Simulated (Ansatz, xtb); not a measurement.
CH8NSi+: which of two isomers lies lower

We compare X, `C[NH2+][SiH3]`, a singlet, with Y, `C[SiH2][NH3+]`, a singlet. Both are isolated ions in the gas phase, relaxed with PBE-D3(BJ)/def2-SVP.

**Question.** Estimate which is lower in electronic energy at CCSD(T)/def2-TZVP, and by roughly how much.

**Answer.** The CCSD(T)/def2-TZVP calculation puts structure Y lower, by 17.3 kcal/mol.

Level by level:

```
              level             geometry  E(Y) − E(X) (kcal/mol)  departure from the last row (kcal/mol)  job, with rough time for the two
           GFN2-xTB             GFN2-xTB                      +2.7                                   +20.0             optimisation, 0.092 s
          HF/STO-3G             GFN2-xTB                     −11.3                                    +6.0               single point, 0.2 s
 r2SCAN-D4/def2-SVP             GFN2-xTB                     −17.9                                    −0.6               single point, 2.7 s
PBE-D3(BJ)/def2-SVP  PBE-D3(BJ)/def2-SVP                     −17.4                                    −0.1                optimisation, 14 s
       HF/def2-TZVP  PBE-D3(BJ)/def2-SVP                     −15.7                                    +1.5           part of the CCSD(T) run
      MP2/def2-TZVP  PBE-D3(BJ)/def2-SVP                     −18.6                                    −1.3           part of the CCSD(T) run
  CCSD(T)/def2-TZVP  PBE-D3(BJ)/def2-SVP                     −17.3                                                        single point, 30 s
```

As drawn, Y has 1 C–Si, 1 N–H in place of 1 C–N, 1 Si–H.

GFN2-xTB puts the two in the other order. The largest departure from CCSD(T)/def2-TZVP is that of GFN2-xTB, 20.0 kcal/mol.

With harmonic frequencies from PBE-D3(BJ)/def2-SVP (ideal gas, rigid rotor, one conformer each, 298.15 K, 1 atm): on the last row, ΔE + ΔZPE = −17.2, ΔH = −16.9, ΔG = −17.4 kcal/mol.

The correlated steps freeze 7 core orbitals. Codes used: Ansatz 0.2.0, xtb 6.7.1; the last row on 2 threads of Arm Neoverse V1 on a shared host.
